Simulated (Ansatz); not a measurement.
Born–Oppenheimer molecular dynamics of FHMgO (4 atoms, charge 0, multiplicity 1). It starts from a relaxed structure.

Theory: UKS PBE0/def2-SVP in Ansatz.

```yaml
ensemble: NVE (velocity Verlet)
time_step: 0.25 fs
steps_asked: 59
starting_velocities_drawn_for: 1500 K
seed: 817022
```

First frame:

```xyz
4
Properties=species:S:1:pos:R:3
O 0.059 1.050 -0.168
Mg -0.020 -0.681 0.093
F -0.101 -2.419 0.355
H 0.117 1.990 -0.300
```

Problem. What does the run give?

Solution. All steps were run.

```json
{
  "steps done": "59",
  "time covered": "14.75 fs",
  "mean temperature over the second half": "1099 K",
  "spread of the potential energy over the second half": "1.0 meV per atom",
  "mean potential energy of the second half above the start": "25.9 meV per atom"
}
```

The conserved energy stayed within 0.013 meV per atom of its start (net change 0.0045 meV per atom), so the integration is sound. A run of 0.015 ps of so small a system gives no equilibrium averages.

Problem. What happens to the structure?

Solution. The same pairs are bonded in the first frame and the last. Pairs count as bonded within 1.25 times the sum of covalent radii (0.12 Å more for H–H). This is one draw of velocities; another would differ in detail.

Problem. How do temperature and energy run in time?

Solution. 
```
time (fs)  T (K)  potential energy less start (eV)  conserved less start (meV/atom)
        0   1500                             0.000                             0.00
     0.75   1492                             0.002                             0.00
      1.5   1473                             0.007                             0.00
     2.25   1443                             0.015                             0.00
        3   1404                             0.025                             0.00
     3.75   1356                             0.037                             0.00
      4.5   1302                             0.051                             0.01
     5.25   1251                             0.064                             0.01
        6   1208                             0.075                             0.01
     6.75   1175                             0.084                             0.01
      7.5   1147                             0.091                             0.01
     8.25   1123                             0.098                             0.01
        9   1104                             0.103                             0.01
     9.75   1093                             0.105                             0.01
     10.5   1090                             0.106                             0.01
    11.25   1090                             0.106                             0.01
       12   1091                             0.106                             0.01
    12.75   1090                             0.106                             0.01
     13.5   1091                             0.106                             0.01
    14.25   1095                             0.105                             0.01
```

Time of the run: 2.2 min on 1 thread of Intel(R) Xeon(R) Platinum 8259CL CPU @ 2.50GHz (Skylake/Cascade Lake) (shared host), peak memory 0.14 GiB.
